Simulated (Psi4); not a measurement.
# H4SSi (sulfanylsilane): a chain of runs

Wanted: a geometry optimisation (PBE0/6-31+G*), then the harmonic vibrations, then the energy (CCSD(T)/cc-pVTZ) of H4SSi (sulfanylsilane). 

The results are computed with Psi4 1.11.

**1. The molecule**

H4SSi: 6 atoms, total charge 0, spin state singlet. SMILES: `[SiH3]S`. The coordinates come from a PBE0-D4/def2-TZVP relaxation. The run starts from this shape.

Bond lengths: Si1–S2 2.137 Å, Si1–H3 1.485 Å, Si1–H4 1.482 Å, Si1–H5 1.485 Å, S2–H6 1.344 Å. Angles: Si1–S2–H6 94.7°, S2–Si1–H3 111.6°, S2–Si1–H4 104.8°, S2–Si1–H5 111.6°, H3–Si1–H4 110.0°, H3–Si1–H5 108.8°, H4–Si1–H5 110.0°.

**2. A geometry optimisation at PBE0/6-31+G(d) (density fitting, Cartesian functions) (run 1)**

Contents of calc.py:

```python
import psi4

psi4.set_memory('1600 MB')
psi4.set_num_threads(1)
psi4.set_output_file('h4ssi.out', False)

molecule = psi4.geometry("""
0 1
Si    -0.169800    -0.263400    -0.436000
S      0.907300    -0.012600     1.392800
H     -1.629800    -0.074300    -0.241600
H      0.108600    -1.658300    -0.852500
H      0.299800     0.681200    -1.481100
H      0.526100     1.263300     1.572300
units angstrom
""")

psi4.set_options({
    'basis': '6-31+G*',
    'geom_maxiter': 60,
})

e_tot = psi4.optimize('pbe0', molecule=molecule)
print(f'total energy {e_tot:.8f} hartree = {e_tot * 27.211386:.5f} eV')
print(molecule.to_string(dtype='xyz', units='Angstrom'))
for k, v in sorted(psi4.core.scalar_variables().items()):
    print(f'{k:45s} {v:18.10f}')
```

Launch:

```sh
python calc.py
```

h4ssi.out:

```text
Psi4 1.11 release

gradient() will perform analytic gradient computation.

   => Loading Basis Set <=

    Name: 6-31+G*
    Role: ORBITAL
    Keyword: BASIS

         ---------------------------------------------------------
                                   SCF
                              RKS Reference
                        1 Threads,   1525 MiB Core
         ---------------------------------------------------------

  ==> Geometry <==

    Molecular point group: c1
    Full point group: C1

    Geometry (in Angstrom), charge = 0, multiplicity = 1:

[... 155 lines left out ...]
   @DF-RKS iter   8:  -689.79809887668614   -9.71113e-10   1.50695e-07 DIIS
[... 61 lines left out ...]
 Dipole X            :          1.6983333           -2.0300002           -0.3316669
[... 281 lines left out ...]
   @DF-RKS iter   3:  -689.79819465781873   -1.94343e-06   3.65099e-06 DIIS
[... 26 lines left out ...]
    Empirical Dispersion Energy =           0.0000000000000000
[... 216 lines left out ...]
   @DF-RKS iter   0:  -689.79813968743099   -6.89798e+02   7.20714e-05
[... 26 lines left out ...]
    Two-Electron Energy =                 387.7134131518197364
[... 196 lines left out ...]
    Weights Tolerance      =       1.00E-15
[... 67 lines left out ...]
    One-Electron Energy =               -1130.2171185448739834
[... 124 lines left out ...]
	  Convergence Criteria     1.00e-06 *    3.00e-04 *             o    1.20e-03 *             o
[... 4 lines left out ...]
Next Geometry in Ang
	Fragment 1 (Ang)

	   Si  -0.5400881216  -0.1497262046  -0.9311702702
	    S   0.5406492957   0.1096230653   0.9075498947
	    H  -2.0028540444   0.0399001459  -0.7385486752
	    H  -0.2576324079  -1.5471388887  -1.3420339544
	    H  -0.0717024686   0.7953243789  -1.9800921608
	    H   0.1719970259   1.3896953237   1.1125773237

    Final optimized geometry and variables:
    Molecular point group: c1
    Full point group: C1

    Geometry (in Angstrom), charge = 0, multiplicity = 1:

    SI          -0.540063717722    -0.149724095465    -0.931100814625
    S            0.540674009795     0.109650874181     0.907689593978
    H           -2.002838338024     0.039805754228    -0.738515322120
    H           -0.257746509598    -1.547105414293    -1.342211167366
    H           -0.071634342979     0.795305726988    -1.980008976583
    H            0.171978177578     1.389744974994     1.112428844596

[set-up sections that repeat, and orbital energies of the middle runs, are left out above]
```

On the terminal:

```text
Optimizer: Optimization complete!
total energy -689.79819947 hartree = -18770.36507 eV
6
0 1 H4SSi
Si                   -0.540063717722    -0.149724095465    -0.931100814625
S                     0.540674009795     0.109650874181     0.907689593978
H                    -2.002838338024     0.039805754228    -0.738515322120
H                    -0.257746509598    -1.547105414293    -1.342211167366
H                    -0.071634342979     0.795305726988    -1.980008976583
H                     0.171978177578     1.389744974994     1.112428844596

CURRENT ENERGY                                   -689.7981994668
CURRENT REFERENCE ENERGY                         -689.7981994668
DD SOLVATION ENERGY                                 0.0000000000
DFT FUNCTIONAL TOTAL ENERGY                      -689.7981994668
DFT TOTAL ENERGY                                 -689.7981994668
DFT VV10 ENERGY                                     0.0000000000
DFT XC ENERGY                                     -36.1064798241
GRID ELECTRONS ALPHA                               17.0000036387
GRID ELECTRONS BETA                                17.0000036387
GRID ELECTRONS TOTAL                               34.0000072774
NUCLEAR REPULSION ENERGY                           88.8223675895
ONE-ELECTRON ENERGY                             -1130.2171185449
OPTIMIZATION ITERATIONS                             4.0000000000
PCM POLARIZATION ENERGY                             0.0000000000
PE ENERGY                                           0.0000000000
SCF ITERATION ENERGY                             -689.7981994668
SCF ITERATIONS                                      6.0000000000
SCF TOTAL ENERGY                                 -689.7981994668
TWO-ELECTRON ENERGY                               387.7030313127
XC GRID RADIAL POINTS                              75.0000000000
XC GRID SPHERICAL POINTS                          302.0000000000
XC GRID TOTAL POINTS                           131758.0000000000
```

It took 19 s on 1 thread of Intel Xeon Platinum 8259CL at 2.50GHz (Skylake/Cascade Lake), shared host; peak memory 0.44 GiB.

The path in brief:

| step | energy from the first frame kept (eV) | largest force (eV/Å) |
| --- | --- | --- |
| 0 | 0.0000 | 0.1577 |
| 1 | -0.0026 | 0.0585 |
| 2 | -0.0027 | 0.0159 |
| 3 | -0.0027 | 0.0023 |

After the run. Bond lengths: Si1–S2 2.149 Å, Si1–H3 1.488 Å, Si1–H4 1.484 Å, Si1–H5 1.488 Å, S2–H6 1.348 Å. Angles: Si1–S2–H6 96.1°, S2–Si1–H3 111.6°, S2–Si1–H4 104.8°, S2–Si1–H5 111.6°, H3–Si1–H4 110.1°, H3–Si1–H5 108.7°, H4–Si1–H5 110.1°.

**3. The harmonic vibrations at PBE0/6-31+G(d) (density fitting, Cartesian functions) (run 2)**

Contents of run.py:

```python
import psi4

psi4.set_memory(1600000000)
psi4.set_num_threads(1)
psi4.core.set_output_file('output.dat', False)

geom = psi4.geometry("""
0 1
Si    -0.171872    -0.267861    -0.441544
S      0.908866    -0.008486     1.397247
H     -1.634646    -0.078331    -0.248958
H      0.110446    -1.665242    -0.852654
H      0.296558     0.677169    -1.490452
H      0.540170     1.271608     1.601986
units angstrom
""")

psi4.set_options({
    'basis': '6-31+G*',
    't': 400.0,
    'rotational_symmetry_number': 1,
})

E = psi4.frequency('pbe0', molecule=geom)
print('E =', round(E, 9))
for k in ('ZPVE', 'ENTHALPY', 'GIBBS FREE ENERGY'):
    print(f'{k}: {psi4.variable(k):.8f} Eh')
```

Launch:

```sh
python run.py
```

output.dat:

```text
Psi4 1.11 release

gradient() will perform analytic gradient computation.

   => Loading Basis Set <=

    Name: 6-31+G*
    Role: ORBITAL
    Keyword: BASIS

         ---------------------------------------------------------
                                   SCF
                              RKS Reference
                        1 Threads,   1525 MiB Core
         ---------------------------------------------------------

  ==> Geometry <==

    Molecular point group: c1
    Full point group: C1

    Geometry (in Bohr), charge = 0, multiplicity = 1:

[... 152 lines left out ...]
   @DF-RKS iter   5:  -689.79819798890298   -2.37183e-05   2.71712e-05 DIIS
[... 638 lines left out ...]
   @DF-RKS iter   7:  -689.79819923530601   -2.67125e-08   6.61198e-07 DIIS
[... 586 lines left out ...]
   @DF-RKS iter   9:  -689.79819927226788   -4.72937e-11   1.29242e-08 DIIS
[... 586 lines left out ...]
  Energy and wave function converged.
[... 597 lines left out ...]
  @DF-RKS Final Energy:  -689.79819882876495
[... 589 lines left out ...]
    One-Electron Energy =               -1130.2137060624356764
[... 535 lines left out ...]
    VV10 Nonlocal Energy =                  0.0000000000000000
[... 584 lines left out ...]
 Dipole Y            :         -0.2885952            0.6350008            0.3464055
[... 629 lines left out ...]
    Weights Tolerance      =       1.00E-15
[... 697 lines left out ...]
    Translational S                         39.847 [cal/(mol K)]      166.719 [J/(mol K)]       0.06349978 [mEh/K] (mol. weight = 63.9803 [u], P = 101325.00 [Pa])
[... 49 lines left out ...]
  Gibbs free energy, G = H - T * S
    Electronic contrib to G beyond E_e       0.000 [kcal/mol]        0.000 [kJ/mol]       0.00000000 [Eh]
    Translational contrib to G             -13.951 [kcal/mol]      -58.373 [kJ/mol]      -0.02223310 [Eh]
    Rotational contrib to G                 -8.110 [kcal/mol]      -33.931 [kJ/mol]      -0.01292376 [Eh]
    Vibrational contrib to G                20.602 [kcal/mol]       86.198 [kJ/mol]       0.03283097 [Eh]
  Correction G                              -1.460 [kcal/mol]       -6.107 [kJ/mol]      -0.00232590 [Eh]
  Total G, Gibbs energy at  400.00 [K]                                                 -689.80052536 [Eh]
  *** Absolute Gibbs energy, not a free energy of formation ***

[set-up sections that repeat, and orbital energies of the middle runs, are left out above]
```

Standard output:

```text
Warning: used thermodynamics relations inappropriate for low-frequency modes: ['201.0156' '516.4869' '544.6530']
E = -689.798199465
ZPVE: 0.03441571 Eh
ENTHALPY: -689.75601802 Eh
GIBBS FREE ENERGY: -689.80052536 Eh
```

It took 2.5 min on 1 thread of Intel Xeon Platinum 8259CL at 2.50GHz (Skylake/Cascade Lake), shared host; peak memory 0.43 GiB.

**4. The energy at CCSD(T)/cc-pVTZ (run 3)**

Contents of job.inp:

```
memory 1.6 GB

molecule geom {
  0 1
  Si    -0.171872    -0.267861    -0.441544
  S      0.908866    -0.008486     1.397247
  H     -1.634646    -0.078331    -0.248958
  H      0.110446    -1.665242    -0.852654
  H      0.296558     0.677169    -1.490452
  H      0.540170     1.271608     1.601986
  symmetry c1
}

set basis cc-pVTZ
set scf_type pk
set freeze_core true

energy('ccsd(t)')
```

Launch:

```sh
psi4 -i job.inp -o job.out -n 1
```

job.out (excerpt; [...] marks lines left out):

```text
[...]
   @RHF iter   3:  -688.84527451063400   -4.55461e-03   1.92009e-04 ADIIS/DIIS
[...]
   @RHF iter   7:  -688.84619978784337   -1.45106e-07   5.85715e-07 DIIS
[...]
      * MP2 total energy                      = -689.156979901015234
[...]
      * CCSD total energy                     = -689.198177660236752
[...]
      * CCSD(T) total energy                  = -689.211371670545191
[...]
```

Run time: 91 s. Hardware: 1 thread of Intel Xeon Platinum 8259CL at 2.50GHz (Skylake/Cascade Lake), shared host; peak memory 1.5 GiB.

**5. Results**

| quantity | value |
| --- | --- |
| run 1, PBE0/6-31+G*: total energy at the end | -689.79820 Eh |
| run 1, PBE0/6-31+G*: dipole moment | 1.47 D |
| run 1, PBE0/6-31+G*: HOMO energy | -7.48 eV |
| run 1, PBE0/6-31+G*: LUMO energy | -0.33 eV |
| run 1, PBE0/6-31+G*: HOMO–LUMO gap | 7.15 eV |
| run 2, PBE0/6-31+G*: lowest harmonic wavenumber | 201 cm⁻¹ |
| run 2, PBE0/6-31+G*: highest harmonic wavenumber | 2723 cm⁻¹ |
| run 2, PBE0/6-31+G*: zero-point energy | 90.4 kJ/mol |
| run 2, PBE0/6-31+G*: ideal-gas entropy at 400 K (symmetry number 1 as used) | 69.8 cal/(mol K) |
| run 3, CCSD(T)/cc-pVTZ: total energy | -689.21137 Eh |
| run 3, CCSD(T)/cc-pVTZ: HOMO energy (Hartree–Fock orbitals) | -10.32 eV |
| run 3, CCSD(T)/cc-pVTZ: LUMO energy (Hartree–Fock orbitals) | 3.08 eV |
| run 3, CCSD(T)/cc-pVTZ: HOMO–LUMO gap (Hartree–Fock orbitals) | 13.41 eV |
| run 3, CCSD(T)/cc-pVTZ: correlation energy (10 core orbitals frozen) | -365.2 mEh |
| run 3, CCSD(T)/cc-pVTZ: (T) correction | -13.19 mEh |
| run 3, CCSD(T)/cc-pVTZ: T1 diagnostic | 0.011 |

What this shows: The optimisation (run 1, PBE0/6-31+G*) took 4 steps and changed the energy by -0.003 eV. All 12 modes are real, so the shape is a minimum at this level. The triples (run 3, CCSD(T)/cc-pVTZ) make up 3.6 % of the correlation energy.
